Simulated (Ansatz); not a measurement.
System: fcc Au. Method: PBEsol in Ansatz (PAW).

Run with plane-wave cutoff 520 eV, 24×24×24 k mesh, Fermi–Dirac smearing 0.05 eV, scalar-relativistic PAW data made under PBE.

Energies at three volumes about the minimum:

| V (Å³/atom) | E − E_lowest (meV/atom) |
|---|---|
| 16.675 | 3.86 |
| 17.015 | 0.00 |
| 17.356 | 3.56 |

### Question
Fit a parabola by hand: where is the minimum, what lattice constant follows, and what is the bulk modulus?

### Answer
Slopes: (0.00 − 3.86)/(17.015 − 16.675) = -11.353 and (3.56 − 0.00)/(17.356 − 17.015) = 10.440 meV/Å³. Curvature E″ = 2 × (10.440 − (-11.353))/(17.356 − 16.675) = 64.003 meV/Å⁶. From the middle of the first interval, the slope vanishes at V0 = 16.8450 − (-11.353)/64.003 = 17.022 Å³/atom. B = V0 E″ = 17.022 × 64.003 meV/Å³ × 0.1602 GPa per meV/Å³ = 175 GPa. With 4 atoms in the cube, a = (4 × 17.022)^(1/3) = 4.083 Å. The full Birch–Murnaghan fit to all volumes gives V0 = 17.014 Å³/atom and B0 = 174 GPa.

Measured, for comparison: bulk modulus 182 GPa (0 K value with the zero-point phonon effect removed, our sources range from 175 to 182; as tabulated in Mejia-Rodriguez and Trickey (2018), arXiv:1807.09216); lattice constant a 4.062 Å (static lattice: zero-point anharmonic expansion removed; as tabulated in Mejia-Rodriguez and Trickey (2018), arXiv:1807.09216). Computed (rounded) less measured: bulk modulus -4 % (-0.6 % to -4 % over the range).

Ansatz is a first-principles code.
